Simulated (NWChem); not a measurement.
System: CS; SMILES [C-]#[S+]

Computed with NWChem. Pople sets run with spherical d functions. Each level has its own optimisation; frequencies are unscaled.

For level Hartree-Fock/STO-3G:

highest harmonic frequency (cm⁻¹): 1576
dipole (D): 1.01

Problem. How do the values read with level B3LYP/6-31G* instead?

Solution. 
| Quantity | Result |
|---|---|
| highest harmonic frequency (cm⁻¹) | 1292 |
| dipole (D) | 1.52 |
